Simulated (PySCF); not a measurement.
Species: C₆H₇ (doublet state).
Cartesian coordinates in Å at the GFN2-xTB level; atoms count from 1:
```
atom  x, y, z in Å
C1     3.036    0.455   -0.630
C2     1.786    0.291   -0.155
C3     0.655    0.143    0.294
C4    -0.662   -0.033    0.781
C5    -1.837    0.440   -0.052
C6    -1.586   -1.021    0.097
H7     3.852    0.681    0.032
H8     3.239    0.364   -1.682
H9    -0.757    0.062    1.857
H10   -1.618    0.901   -1.003
H11   -2.672    0.881    0.470
H12   -2.245   -1.601    0.725
H13   -1.196   -1.561   -0.753
```

The hyperfine couplings belong to this conformer and change with its torsions.

As a line formula: `C1C(C1)C#C[CH2]` [radical].

Level of theory: PySCF, UKS B3LYP, pcH-1 on C H, non-relativistic, mean-field spin-orbit, GIAO. Isolated species at its GFN2-xTB geometry, gas phase. The geometry wasn't refined by DFT: couplings that depend on bond lengths, twists or pyramidal angles can differ widely from those at the functional's own minimum. The SCF solution wasn't tested for stability.

Largest spin populations (Mulliken): C1 (+0.76), C3 (+0.51) and C2 (-0.24). The positive populations add up to 1.37 and the negative ones to -0.37, together 2S = 1. The angles at C1 add up to 360.0°, so it is planar; its axial dipolar tensor and the negative couplings of its protons fit spin in a p orbital normal to that plane.

(1) McConnell's relation a(H) = Q·ρ ties the coupling of a proton on a planar π carbon to the spin population of that carbon. What Q do the computed values give?

Results:

(1) 
| H | C | ρ(C) | a(H) (G) | a/ρ (G) |
| --- | --- | --- | --- | --- |
| H7 | C1 | +0.758 | -17.93 | -23.7 |
| H8 | C1 | +0.758 | -17.92 | -23.7 |

These protons share one ρ (within 0.01), so their mean ratio, Q = -23.7 G, is no test of linearity.

Couplings in gauss use g_iso = 2.0028.
